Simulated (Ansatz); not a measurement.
Geometry optimisation, Ansatz 0.2.0, RKS CAM-B3LYP/STO-3G.

Input:

```yaml
crystal:
  periodic: [false, false, false]
  atoms:
    - { symbol: Si, position_ang: [0.0, 0.0, 0.0] }
    - { symbol: "N", position_ang: [0.0, 0.0, 1.82] }
    - { symbol: H, position_ang: [-0.877, -0.2713, 2.35] }
    - { symbol: H, position_ang: [0.877, 0.2713, 2.35] }
    - { symbol: H, position_ang: [1.3768, 0.0, -0.4862] }
    - { symbol: H, position_ang: [-0.6877, 1.1914, -0.4862] }
    - { symbol: C, position_ang: [-0.8808, -1.5259, -0.6227] }
    - { symbol: H, position_ang: [-1.3804, -2.0377, 0.2261] }
    - { symbol: H, position_ang: [-1.6409, -1.2332, -1.3768] }
    - { symbol: H, position_ang: [-0.1449, -2.2146, -1.0879] }
basis:
  gaussian: { orbitals: STO-3G }
hamiltonian:
  xc: cam_b3lyp
relax:
  f_tol: 0.02
  max_steps: 40
```

Run as:

```bash
$ ansatz run input.yaml --threads 1 --pin off --max-ram 2048MiB --backend cpu --events-out ev --progress --plain --runs-dir out
```

Task: Where does it end, and by what steps?

Result: It converged. Limits of this set-up: minimal basis. After 14 steps the energy has fallen by 0.399 eV; H8 moved furthest, 0.67 Å.

```json
{"step": "0", "energy less start (eV)": "0.0000", "largest force component (eV/Å)": "2.457", "accepted": "yes"}
{"step": "1", "energy less start (eV)": "-0.2723", "largest force component (eV/Å)": "1.322", "accepted": "yes"}
{"step": "2", "energy less start (eV)": "-0.3120", "largest force component (eV/Å)": "0.242", "accepted": "yes"}
{"step": "3", "energy less start (eV)": "-0.3203", "largest force component (eV/Å)": "0.226", "accepted": "yes"}
{"step": "4", "energy less start (eV)": "-0.2936", "largest force component (eV/Å)": "2.013", "accepted": "no"}
{"step": "5", "energy less start (eV)": "-0.3443", "largest force component (eV/Å)": "0.356", "accepted": "yes"}
{"step": "6", "energy less start (eV)": "-0.3604", "largest force component (eV/Å)": "0.786", "accepted": "yes"}
{"step": "7", "energy less start (eV)": "-0.3536", "largest force component (eV/Å)": "0.672", "accepted": "no"}
{"step": "8", "energy less start (eV)": "-0.3791", "largest force component (eV/Å)": "0.161", "accepted": "yes"}
{"step": "9", "energy less start (eV)": "-0.3876", "largest force component (eV/Å)": "0.092", "accepted": "yes"}
{"step": "10", "energy less start (eV)": "-0.3925", "largest force component (eV/Å)": "0.215", "accepted": "yes"}
{"step": "11", "energy less start (eV)": "-0.3965", "largest force component (eV/Å)": "0.123", "accepted": "yes"}
{"step": "12", "energy less start (eV)": "-0.3984", "largest force component (eV/Å)": "0.050", "accepted": "yes"}
{"step": "13", "energy less start (eV)": "-0.3993", "largest force component (eV/Å)": "0.029", "accepted": "yes"}
{"step": "14", "energy less start (eV)": "-0.3994", "largest force component (eV/Å)": "0.007", "accepted": "yes"}
```

```xyz
10
Properties=species:S:1:pos:R:3
Si -0.048 -0.010 0.069
N 0.283 -0.288 1.777
H -0.587 -0.380 2.344
H 0.813 0.498 2.212
H 1.219 0.217 -0.576
H -0.881 1.148 -0.172
C -0.903 -1.513 -0.630
H -1.852 -1.705 -0.121
H -1.119 -1.380 -1.694
H -0.283 -2.407 -0.523
```

Whether the end is a true minimum wasn't checked by a vibrational analysis.

The run took 20 s on 1 thread of Arm Neoverse V2, with other jobs on the host, peak memory 0.12 GiB.
